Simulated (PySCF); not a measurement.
# MP2/STO-3G run of H2SO2 (SMILES O=[SH2]=O)

Aim: the vertical ionisation energy of H2SO2 at MP2/STO-3G, from 2 runs. 

The calculation is run with PySCF 2.14.0.

6 further runs of the same task are left out: 2 that didn't finish, 4 set aside as unsound or not needed.

### Step 1. The molecule

H2SO2: 5 atoms, total charge 0, spin state singlet. As SMILES, `O=[SH2]=O`. Geometry: relaxed at GFN2-xTB.

Bond lengths: O1–S2 1.425 Å, S2–O3 1.425 Å, S2–H4 1.399 Å, S2–H5 1.399 Å. Angles: O1–S2–O3 121.4°, O1–S2–H4 107.9°, O1–S2–H5 107.9°, O3–S2–H4 107.9°, O3–S2–H5 107.9°, H4–S2–H5 102.1°.

### Step 2. The energy at MP2/STO-3G

Contents of job.py:

```python
from pyscf import gto, scf, mp

mol = gto.M(
    atom='''
O       -0.986390       0.275820       1.043450
S        0.013430      -0.014140       0.070290
O        1.269430      -0.576280       0.440760
H       -0.558620      -0.842170      -0.901330
H        0.262150       1.156770      -0.653170
''',
    verbose=3,
    charge=0,
    spin=0,
    max_memory=1860,
    basis='sto-3g',
)

mf = scf.RHF(mol)
mf.conv_tol = 1e-10
mf.kernel()
if not mf.converged:
    mf = mf.newton().run(mf.mo_coeff, mf.mo_occ)

pt = mp.MP2(mf, frozen=7).run()
etot = pt.e_tot
print('E(%s) = %.9f' % ('MP2', etot))
```

On the command line:

```console
$ OMP_NUM_THREADS=1 python job.py
```

The program printed:

```text
converged SCF energy = -541.558977004909
E(RMP2) = -541.681695841871  E_corr = -0.122718836961975
E(SCS-RMP2) = -541.684230319716  E_corr = -0.125253314806609
E(MP2) = -541.681695842
```

Run time: 0.84 s. Hardware: 1 thread of Intel Xeon Platinum 8259CL at 2.50GHz (Skylake/Cascade Lake), shared host; peak memory 0.12 GiB.

### Step 3. The doublet cation, same level

Contents of job.py:

```python
from pyscf import gto, mp

mol = gto.M(
    atom='''
O     -1.864007     0.521224     1.971835
S      0.025379    -0.026721     0.132829
O      2.398875    -1.089011     0.832916
H     -1.055639    -1.591471    -1.703267
H      0.495392     2.185978    -1.234312
''',
    verbose=3,
    max_memory=1860,
    charge=1,
    basis='sto-3g',
    unit='bohr',
    spin=1,
)

hf = mol.UHF()
hf.conv_tol = 1e-10
hf.kernel()
if not hf.converged:
    hf = hf.newton().run(hf.mo_coeff, hf.mo_occ)

pt = mp.MP2(hf, frozen=7).run()
e_final = pt.e_tot
print('E = %.10f Eh' % e_final)
```

On the command line:

```console
$ OMP_NUM_THREADS=1 python job.py
```

The program printed:

```text
converged SCF energy = -541.272246586122  <S^2> = 0.78067442  2S+1 = 2.0304427
E(UMP2) = -541.441532479391  E_corr = -0.169285893268272
E(SCS-UMP2) = -541.435883777616  E_corr = -0.163637191493354
E = -541.4415324794 Eh
```

It took 0.88 s on 1 thread of Intel Xeon Platinum 8259CL at 2.50GHz (Skylake/Cascade Lake), shared host; peak memory 0.12 GiB.

### Step 4. Summary of results

At MP2/STO-3G, 7 core orbitals frozen:

| quantity | value |
| --- | --- |
| singlet H2SO2: total energy | -541.68170 Eh |
| singlet H2SO2: dipole moment (Hartree–Fock density) | 3.51 D |
| singlet H2SO2: HOMO energy (Hartree–Fock orbitals) | -8.09 eV |
| singlet H2SO2: LUMO energy (Hartree–Fock orbitals) | 9.22 eV |
| singlet H2SO2: HOMO–LUMO gap (Hartree–Fock orbitals) | 17.31 eV |
| singlet H2SO2: correlation energy (7 core orbitals frozen) | -122.7 mEh |
| doublet cation: total energy | -541.44153 Eh |
| doublet cation: HOMO energy (Hartree–Fock orbitals) (highest over α and β) | -12.96 eV |
| doublet cation: LUMO energy (Hartree–Fock orbitals) (lowest over α and β) | -7.29 eV |
| doublet cation: correlation energy (7 core orbitals frozen) | -169.3 mEh |
| doublet cation: ⟨S²⟩ of the reference determinant | 0.781 |
| vertical ionisation energy (to the doublet cation) | 6.535 eV |

The vertical ionisation energy comes to 6.54 eV (151 kcal/mol). In a minimal basis such a difference can be off by several eV, whatever the method.
